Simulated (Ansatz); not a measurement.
# SF+ (triplet): from Hartree-Fock to the top rungs at distance F1–S2 = 2.081 Å, 6-31G

Aim: climb from Hartree-Fock through coupled cluster and multireference methods for SF+ (triplet) at one geometry and basis, and see what each rung misses.

The runs use Ansatz 0.2.0, Gaussian basis; 6-31G, core rule «outside noble gas», up to 6 orbitals frozen.

To be run: UHF; CCSD(T) on ROHF; CCSD(T) on UHF; BCCD(T) on ROHF; CISD as a restricted active space (open shells left free, so some higher excitations enter); CCSDT(Q) on ROHF; CCSDT(Q) on UHF; CISDTQ; CCSDTQ on ROHF; CCSDTQ on UHF; CASSCF and MRCISD+Q, 4 electrons in 4 orbitals; CASSCF and NEVPT2, 4 electrons in 4 orbitals; CASSCF and MRCISD+Q, 12 electrons in 8 orbitals; CASSCF and NEVPT2, 12 electrons in 8 orbitals; Full CI.

23 further runs of the same task are left out: 7 for a known fault of the program, 11 that didn't finish, 5 set aside as unsound or not needed. Runs told in other sessions of the task aren't counted.

### 1 The geometry

The geometry derives from a PBE0/def2-TZVP stationary point (not a proven minimum). One bond is set to the value named and the two fragments are kept rigid.

2 atoms, charge 1, spin multiplicity 3.

Atoms are counted from 1 here; the program's logs count them from 0.

No contacts short enough for the rule that draws bonds.

### 2 UHF

Contents of in.yaml:

```yaml
crystal:
  periodic: [false, false, false]
  atoms:
    - {symbol: F, position_ang: [0.000000, 0.000000, 0.000000]}
    - {symbol: S, position_ang: [0.000000, 0.000000, 2.081000]}
basis:
  gaussian: {orbitals: 6-31G}
total_charge: 1
magnetization: {spin_polarized: true, initial_magnetization: 2}
hamiltonian: {xc: hf}
output: {orbitals: {seedname: orbitals}}
```

Started as:

```console
> ansatz run in.yaml --threads 1 --pin off --events-out ev --progress --plain --max-ram 2393MiB
```

Further steps of the session: CCSD(T) on ROHF; CCSD(T) on UHF; BCCD(T) on ROHF; CISD as a restricted active space (open shells left free, so some higher excitations enter); CCSDT(Q) on ROHF; CCSDT(Q) on UHF; CISDTQ; CCSDTQ on ROHF; CCSDTQ on UHF; CASSCF and MRCISD+Q, 4 electrons in 4 orbitals; CASSCF and NEVPT2, 4 electrons in 4 orbitals; CASSCF and MRCISD+Q, 12 electrons in 8 orbitals; CASSCF and NEVPT2, 12 electrons in 8 orbitals; Full CI.

Q: Predict the results of all the runs planned. Wanted: FCI from the RHF energy; RMP2 from FCI; UMP2 from FCI; RCCSD from FCI; RCCSD(T) from FCI; UCCSD(T) from FCI; RCCSDT(Q) from FCI; UCCSDT(Q) from FCI; NEVPT2 pair from FCI.

The runs gave:

| quantity | value |
| --- | --- |
| FCI from the ROHF energy | -5.8742 eV |
| RMP2 from FCI | +766.6 meV |
| UMP2 from FCI | +1026.1 meV |
| RCCSD from FCI | +246.1 meV |
| RCCSD(T) from FCI | +86.2 meV |
| UCCSD(T) from FCI | +46.7 meV |
| RCCSDT(Q) from FCI | -9.0 meV |
| UCCSDT(Q) from FCI | -12.2 meV |
| NEVPT2 pair from FCI | +436.2 meV |
| MRCISD+Q pair from FCI | +146.4 meV |
| NEVPT2 valence from FCI | +603.1 meV |
| levels within 1 kcal/mol (43 meV) | RCCSDT, UCCSDT, CISDTQ, RCCSDT(Q), UCCSDT(Q), RCCSDTQ, UCCSDTQ |
| T1 diagnostic | 0.050 |
| effectively unpaired electrons | 2.42 |

In words: RCCSD(T) lands +86.2 meV from the yardstick (1.5 % of the correlation energy). CCSD(T) misses by +86.2 meV on the restricted determinant and by +46.7 meV on the unrestricted one; the two need not hold the same state or core. RCCSDT(Q), UCCSDT(Q) fall below full CI: unrestricted runs freeze a spin-polarised core, another one than full CI's, and coupled cluster isn't variational. The occupations show static correlation (2.42 effectively unpaired electrons where one determinant has 2). Of the multireference levels listed MRCISD+Q valence comes nearest in total energy (+76.1 meV), which doesn't show that its space is the better one. These misses are within one basis, not against nature; the frozen cores of restricted and unrestricted runs differ, which can shift their rows.

Levels on UHF freeze UHF's core orbitals, full CI those of ROHF, so the U rows can settle a little off it for that reason alone.

With open shells the CI space here admits some higher excitations, so it is larger than plain CISD.
